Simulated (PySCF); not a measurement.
# H3Si: the cost of one run

Program: PySCF 2.14.0. Level of theory: relaxation, HF, aug-cc-pvtz, and further levels as typed in the inputs. These are calculated values, not measurements.

## Step 1: Starting point

Bond lengths: Si1–H2 1.448 Å, Si1–H3 1.474 Å, Si1–H4 1.463 Å. Angles: H2–Si1–H3 119.6°, H2–Si1–H4 121.5°, H3–Si1–H4 118.9°.

Structure file:

```xyz
4

Si    0.0098   -0.0110   -0.0118
H     1.4579    0.0149    0.0024
H    -0.7402    1.2572    0.0063
H    -0.7316   -1.2720   -0.0023
```

## Step 2: Relaxation: H3Si, charge +1

run.py reads:

```python
from pyscf import gto, scf
from pyscf.geomopt.geometric_solver import optimize
mol = gto.M(atom="mol.xyz", basis="aug-cc-pvtz", charge=1, verbose=4)
mf = scf.RHF(mol).run(conv_tol=1e-9)
m = optimize(mf, maxsteps=60)
print("optimised structure (A):")
for k in range(m.natm): print(m.atom_symbol(k), *(f"{x:.8f}" for x in m.atom_coords(unit="A")[k]))
```

Started as:

```sh
> python run.py
```

**Question.** How long does this run take on 2 threads of Intel Xeon Platinum 8488C (Sapphire Rapids), shared host?

About 24 s.
